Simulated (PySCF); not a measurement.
PySCF input:

```python
from pyscf import gto, scf, dft

mol = gto.M(
    atom='''
    C    -0.00210137    1.08174360    0.12090538
    C     0.00074144   -1.08083876    0.12875855
    C    -1.08060230   -0.00189518   -0.13071652
    C     1.08196223    0.00099034   -0.11894741
    H     0.00026723    1.95675874   -0.52885732
    H    -0.00819803    1.41962592    1.15832029
    H     0.00541670   -1.96054058   -0.51463211
    H    -0.00447679   -1.41119264    1.16860008
    H    -1.96147548   -0.00072250    0.51108544
    H    -1.40906020   -0.00610522   -1.17116306
    H     1.95579155    0.00450434    0.53240399
    H     1.42173502   -0.00232806   -1.15575731
    ''',
    basis='def2-tzvpd',
    charge=0,
    spin=0,
    verbose=4,
)

mf = dft.RKS(mol, xc='m062x').density_fit(auxbasis='def2-universal-jkfit')
mf.grids.level = 4
mf.conv_tol = 1e-9
mf.max_cycle = 100
mf.max_memory = 1500
mf.kernel()
if not mf.converged:
    mf = mf.newton()
    mf.kernel(mf.make_rdm1())
mf.analyze()
```

Q: What final total energy does it print?

A: -157.18332 Eh (M06-2X/def2-TZVPD).
